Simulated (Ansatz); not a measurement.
The same path of CH$_{4}$SSi (7 atoms, charge 0, multiplicity 1) was run twice with different band settings. The coordinate that changes most is the dihedral Si1–C2–S3–H7.

The calculation used RKS PBE0/def2-SVP in Ansatz.

Relaxed end points:

```xyz
7
Properties=species:S:1:pos:R:3
Si -1.085 0.152 -0.669
C 0.186 -0.083 0.474
S 1.854 0.394 0.224
H -0.851 0.765 -1.999
H -2.498 -0.039 -0.259
H -0.063 -0.501 1.457
H 2.456 -0.688 0.772
```

```xyz
7
Properties=species:S:1:pos:R:3
Si -0.947 0.147 -0.580
C 0.124 -0.193 0.730
S 1.862 -0.231 0.864
H -0.455 0.506 -1.933
H -2.412 0.102 -0.366
H -0.340 -0.447 1.691
H 2.168 0.116 -0.406
```

Common settings: spring 5.0 eV/Å²; optimiser quadratic models (default); start path through a guess of the saddle point; force threshold 0.05 eV/Å; iteration limit 60; end points relaxed.

| run | movable images | climbing image |
| --- | --- | --- |
| 1 | 5 | yes |
| 2 | 1 | no |

Question: What does each run give, and how far can it be trusted?

Answer: Run 1: converged after 7 iterations, highest image 0.086 eV above the first end. A vibrational analysis at the climbing image gives one clearly imaginary mode, 241i cm⁻¹: a first-order saddle point.
Run 2: converged after 7 iterations, highest image 0.085 eV above the first end. No image climbed, so the highest image needn't sit at the top of the path. So few images can step over the top or miss a turn of the path.
